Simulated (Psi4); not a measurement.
**C3HF3 (3,3,3-trifluoroprop-1-yne): CCSD(T)/cc-pVDZ**

What is the energy change on altering one bond length of C3HF3 (3,3,3-trifluoroprop-1-yne) at CCSD(T)/cc-pVDZ? 

The results are computed with Psi4 1.11.

**1. Starting point**

C3HF3 has 7 atoms, charge 0, and is taken as a singlet. SMILES: `C#CC(F)(F)F`. The coordinates come from a PBE0-D4/def2-TZVP relaxation.

Bond lengths: C1–C2 1.195 Å, C2–C3 1.461 Å, C3–F4 1.335 Å, C3–F5 1.335 Å, C3–F6 1.335 Å, C1–H7 1.066 Å. Angles: C1–C2–C3 180.0°, C2–C3–F4 111.2°, C2–C3–F5 111.2°, C2–C3–F6 111.2°, F4–C3–F5 107.7°, F4–C3–F6 107.7°, F5–C3–F6 107.7°, C2–C1–H7 180.0°.

**2. The energy at CCSD(T)/cc-pVDZ**

c3hf3.xyz

```xyz
7
C3HF3
C      1.240120    -1.224310     0.056870
C      0.389860    -0.384860     0.017830
C     -0.649470     0.641190    -0.029790
F     -1.829820     0.117340    -0.368360
F     -0.353670     1.586810    -0.924540
F     -0.794980     1.236310     1.156350
H      1.997970    -1.972480     0.091640
```

run.py

```python
import psi4

psi4.set_memory(2200000000)
psi4.set_num_threads(1)
psi4.set_output_file('output.dat', False)

with open('c3hf3.xyz') as f:
    atoms = ''.join(f.readlines()[2:])
geom = psi4.geometry('0 1\n' + atoms + 'symmetry c1')

options = {'basis': 'cc-pVDZ', 'puream': True, 'e_convergence': 1e-09, 'd_convergence': 1e-08, 'scf_type': 'pk', 'num_frozen_docc': 6}
psi4.set_options(options)

result = psi4.energy("ccsd(t)")
print('E =', round(result, 9))
for k, v in sorted(psi4.core.scalar_variables().items()):
    print(f'{k:45s} {v:18.10f}')
```

Launch:

```
$ python run.py
```

output.dat:

```text
[...]
  Running in c1 symmetry.
[...]
  Nuclear repulsion =  231.021486174478355
[...]
  Multiplicity = 1
[...]
  Nalpha       = 23
  Nbeta        = 23
[...]
    Number of basis functions: 89
[...]
   @RHF iter   1:  -412.33146410003252   -8.31979e-01   6.05591e-03 ADIIS/DIIS
[...]
   @RHF iter  11:  -412.45419774906782   -5.05906e-12   4.74222e-09 DIIS
[...]
    Orbital Energies [Eh]
    ---------------------
    Doubly Occupied:
       1A    -26.351472     2A    -26.351471     3A    -26.351446
       4A    -11.541944     5A    -11.291480     6A    -11.278458
       7A     -1.748702     8A     -1.648931     9A     -1.648930
      10A     -1.100747    11A     -0.997123    12A     -0.875594
      13A     -0.835742    14A     -0.835742    15A     -0.751069
      16A     -0.717071    17A     -0.717070    18A     -0.668170
      19A     -0.668169    20A     -0.651990    21A     -0.634129
      22A     -0.448015    23A     -0.448014
[...]
  @RHF Final Energy:  -412.45419774906782
   => Energetics <=
    Nuclear Repulsion Energy =            231.0214861744783548
    One-Electron Energy =               -1029.8284063822677581
    Two-Electron Energy =                 386.3527224587215869
    Total Energy =                       -412.4541977490678164
[...]
 Multipole Moments:
 ------------------------------------------------------------------------------------
     Multipole            Electronic (a.u.)      Nuclear  (a.u.)        Total (a.u.)
 ------------------------------------------------------------------------------------
 L = 1.  Multiply by 2.5417464519 to convert [e a0] to [Debye]
 Dipole X            :         -3.0800993            3.8209523            0.7408530
 Dipole Y            :          3.0408004           -3.7721937           -0.7313933
 Dipole Z            :         -0.1412294            0.1752039            0.0339746
 Magnitude           :                                                    1.0416110
[...]
      * MP2 total energy                      = -413.384397827890609
[...]
      * CCSD total energy                     = -413.403076926876906
[...]
      * CCSD(T) total energy                  = -413.429227459584069
```

The script printed:

```text
E = -413.42922746
(T) CORRECTION ENERGY                              -0.0261505327
CC D1 DIAGNOSTIC                                    0.0321131460
CC D2 DIAGNOSTIC                                    0.1796955740
CC NEW D1 DIAGNOSTIC                                0.0321131460
CC T1 DIAGNOSTIC                                    0.0121725632
CCSD CORRELATION ENERGY                            -0.9488791778
CCSD DOUBLES ENERGY                                -0.9488791778
CCSD ITERATIONS                                    17.0000000000
CCSD OPPOSITE-SPIN CORRELATION ENERGY              -0.7262599494
CCSD SAME-SPIN CORRELATION ENERGY                  -0.2226192284
CCSD SINGLES ENERGY                                 0.0000000000
CCSD TOTAL ENERGY                                -413.4030769269
CCSD(T) CORRELATION ENERGY                         -0.9750297105
CCSD(T) TOTAL ENERGY                             -413.4292274596
CURRENT CORRELATION ENERGY                         -0.9750297105
CURRENT ENERGY                                   -413.4292274596
CURRENT REFERENCE ENERGY                         -412.4541977491
DD SOLVATION ENERGY                                 0.0000000000
HF KINETIC ENERGY                                 412.3006489320
HF POTENTIAL ENERGY                              -824.7548466811
HF TOTAL ENERGY                                  -412.4541977491
HF VIRIAL RATIO                                     2.0003724195
MP2 CORRELATION ENERGY                             -0.9302000788
MP2 DOUBLES ENERGY                                 -0.9302000788
MP2 OPPOSITE-SPIN CORRELATION ENERGY               -0.6768805606
MP2 SAME-SPIN CORRELATION ENERGY                   -0.2533195182
MP2 SINGLES ENERGY                                 -0.0000000000
MP2 TOTAL ENERGY                                 -413.3843978279
NUCLEAR REPULSION ENERGY                          231.0214861745
ONE-ELECTRON ENERGY                             -1029.8284063823
PCM POLARIZATION ENERGY                             0.0000000000
PE ENERGY                                           0.0000000000
SCF ITERATION ENERGY                             -412.4541977491
SCF ITERATIONS                                     11.0000000000
SCF TOTAL ENERGY                                 -412.4541977491
TWO-ELECTRON ENERGY                               386.3527224587
```

Run time: 50 s. Hardware: 1 thread of Intel Xeon Platinum 8488C (Sapphire Rapids), shared host; peak memory 0.57 GiB.

**3. The distorted shape, same level**

calc.inp

```
memory 2.2 GB

molecule {
  0 1
  C      1.283771    -1.402836    -0.298953
  C      0.433511    -0.563386    -0.337993
  C     -0.605819     0.462664    -0.385613
  F     -1.786169    -0.061186    -0.724183
  F     -0.310019     1.408284    -1.280363
  F     -0.794980     1.236310     1.156350
  H      2.041621    -2.151006    -0.264183
  symmetry c1
}

set {
  reference rhf
  puream true
  e_convergence 1e-09
  d_convergence 1e-08
  scf_type pk
  num_frozen_docc 6
}

result = energy("ccsd(t)/cc-pVDZ")
print_variables()
```

Launch:

```
$ psi4 calc.inp calc.out -n 1
```

calc.out:

```text
[...]
  Running in c1 symmetry.
[...]
  Nuclear repulsion =  218.459156736790419
[...]
  Multiplicity = 1
[...]
  Nalpha       = 23
  Nbeta        = 23
[...]
    Number of basis functions: 89
[...]
   @RHF iter   1:  -412.20951118502359   -1.25207e+00   6.85082e-03 ADIIS/DIIS
[...]
   @RHF iter  14:  -412.37764390901174   -1.24487e-11   6.85052e-09 DIIS
[...]
    Orbital Energies [Eh]
    ---------------------
    Doubly Occupied:
       1A    -26.385703     2A    -26.385684     3A    -26.282227
       4A    -11.577869     5A    -11.312314     6A    -11.299619
       7A     -1.744186     8A     -1.673455     9A     -1.514931
      10A     -1.117840    11A     -1.007995    12A     -0.871764
      13A     -0.832229    14A     -0.800083    15A     -0.766736
      16A     -0.720811    17A     -0.692577    18A     -0.688897
      19A     -0.605153    20A     -0.603495    21A     -0.584878
      22A     -0.464850    23A     -0.462280
[...]
  @RHF Final Energy:  -412.37764390901174
   => Energetics <=
    Nuclear Repulsion Energy =            218.4591567367904190
    One-Electron Energy =               -1004.8824462318166297
    Two-Electron Energy =                 374.0456455860144729
    Total Energy =                       -412.3776439090117378
[...]
 Multipole Moments:
 ------------------------------------------------------------------------------------
     Multipole            Electronic (a.u.)      Nuclear  (a.u.)        Total (a.u.)
 ------------------------------------------------------------------------------------
 L = 1.  Multiply by 2.5417464519 to convert [e a0] to [Debye]
 Dipole X            :         -2.9339334            3.8454341            0.9115007
 Dipole Y            :          2.7302312           -3.8723206           -1.1420894
 Dipole Z            :         -0.5738142           -0.0243606           -0.5981748
 Magnitude           :                                                    1.5789284
[...]
      * MP2 total energy                      = -413.329639837108232
[...]
      * CCSD total energy                     = -413.344668474165076
[...]
      * CCSD(T) total energy                  = -413.374858451116495
[...]
```

It took 50 s on 1 thread of Intel Xeon Platinum 8488C (Sapphire Rapids), shared host; peak memory 0.57 GiB.

**4. Outcome**

Level: CCSD(T)/cc-pVDZ, 6 core orbitals frozen.

| quantity | value |
| --- | --- |
| first shape: total energy | -413.42923 Eh |
| first shape: HOMO energy (Hartree–Fock orbitals) | -12.19 eV |
| first shape: LUMO energy (Hartree–Fock orbitals) | 4.18 eV |
| first shape: HOMO–LUMO gap (Hartree–Fock orbitals) | 16.37 eV |
| first shape: correlation energy (6 core orbitals frozen) | -975.0 mEh |
| first shape: (T) correction | -26.15 mEh |
| first shape: T1 diagnostic | 0.012 |
| distorted shape: total energy | -413.37486 Eh |
| distorted shape: HOMO energy (Hartree–Fock orbitals) | -12.58 eV |
| distorted shape: LUMO energy (Hartree–Fock orbitals) | 2.28 eV |
| distorted shape: HOMO–LUMO gap (Hartree–Fock orbitals) | 14.86 eV |
| distorted shape: correlation energy (6 core orbitals frozen) | -997.2 mEh |
| distorted shape: (T) correction | -30.19 mEh |
| distorted shape: T1 diagnostic | 0.015 |
| energy change with the C3–F6 bond stretched from 1.335 to 1.735 Å | 1.479 eV |

In words: With the C3–F6 bond stretched from 1.335 to 1.735 Å the energy rises by 1.48 eV (34 kcal/mol). The first shape isn't relaxed at this level, so the change isn't measured from a minimum. The triples (first shape) make up 2.7 % of the correlation energy. The triples (distorted shape) make up 3.0 % of the correlation energy.
